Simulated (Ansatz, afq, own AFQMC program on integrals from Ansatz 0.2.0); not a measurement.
## SiHO, doublet, reference energies and how methods fare

```xyz
3

Si    0.0000   -0.1016    0.5148
O     0.0000    0.1077   -0.9938
H     0.0000    1.1216    1.4308
```

Geometry: a PBE0/def2-TZVP stationary point, not shown to be a minimum. Basis cc-pVTZ. Only valence electrons are correlated. Ansatz 0.2.0 and our own AFQMC program on the same integrals; the CISD trial comes from CCSD amplitudes, and released means the phaseless constraint is let go. Error bars are statistical, one sigma.

Best estimates are CCSD(T) at the basis-set limit (def2-TZVPP/QZVPP) plus the step from CCSD(T) to the highest rung at hand in cc-pVTZ, named in the table (released AFQMC can keep some 10 meV of bias). No zero-point, core-correlation or spin–orbit terms. Other levels are in cc-pVTZ; a dash marks a level that is missing or breaks spin symmetry for a member.

Cautions: SiHO (doublet): the released value is read at 2.40 1/Eh with a noise of 16 meV, more than in the cases checked (meV from the phaseless value at times in 1/Eh: -11 ± 8 at 0.24, -11 ± 6 at 0.51, -16 ± 6 at 0.99, -40 ± 11 at 1.62, -38 ± 16 at 2.40); SiHO⁺ (triplet): lower spins were not checked, its ph-AFQMC/CISD value lies 25 ± 4 meV above CCSDT(Q); row 1: this needn't be the first ionization.

```json
{"process": "to charge +1, triplet (vertical)", "best estimate (kJ/mol)": "1123 ± 2", "highest rung": "released AFQMC"}
{"process": "to free atoms", "best estimate (kJ/mol)": "907 ± 2", "highest rung": "released AFQMC"}
```

Errors against the best estimates in kJ/mol, the processes numbered in the order above:

```
        level  error, 1   error, 2
          MP2         5        -13
      CCSD(T)       -20        -54
ph-AFQMC/CISD   -20 ± 1  -54 ± 0.9
  CCSD(T)/CBS        -1         -2
          PBE         0         18
       r2SCAN       -20         -2
         PBE0       -29        -39
        B3LYP       -15        -19
      wB97M-V       -27        -17
       B2PLYP       -14        -18
```

Cost at the first geometry (cards were shared with other jobs): PBE0/cc-pVTZ, 0.97 s on 1 thread of AMD EPYC 7R13 Processor (Zen 3), with other jobs on the host; UCCSD(T)/cc-pVTZ, 22 s on 1 × NVIDIA H100 80GB HBM3 with 1 thread of AMD EPYC 7R13 Processor (Zen 3), on a shared host; CCSD(T)/def2-QZVPP, 35 s on 1 × NVIDIA H100 80GB HBM3 with 1 thread of AMD EPYC 7R13 Processor (Zen 3) (shared host); CCSDT(Q), 36 s on 1 × NVIDIA H100 80GB HBM3 with 1 thread of AMD EPYC 7R13 Processor (Zen 3), with other jobs on the host; ph-AFQMC/CISD with release, 4 min on 1 × NVIDIA H100 80GB HBM3 with 2 threads of AMD EPYC 7R13 Processor (Zen 3) (shared host).

Best estimates are given only where the step beyond CCSD(T) is under 0.3 eV and no member's determinant is very poor (T1 over 0.05, or 0.07 for open shells, ⟨S²⟩ too high by 0.3, two states mixed), so the hardest cases are missing from such tables.

The functionals ran in a triple-zeta set and keep a basis error of their own, a few kJ/mol for each bond in atomization energies and more for double hybrids, so close places among them and the extrapolated levels can swap.

CCSDT and higher add their correlation energy to the determinant of the CCSD(T) run, since their own runs factorise the integrals more tightly (a shift of under 2 meV). Each member of a difference takes its own highest rung, so a best estimate needn't equal the limit plus the step of one row. A walk keeps the symmetry of its determinant, which the program's search chose and which needn't be the lowest solution, so a lower state of the same spin and another symmetry isn't excluded. Released energies are given only where the last usable release times agree within the noise; a slower fall can still hide under it.
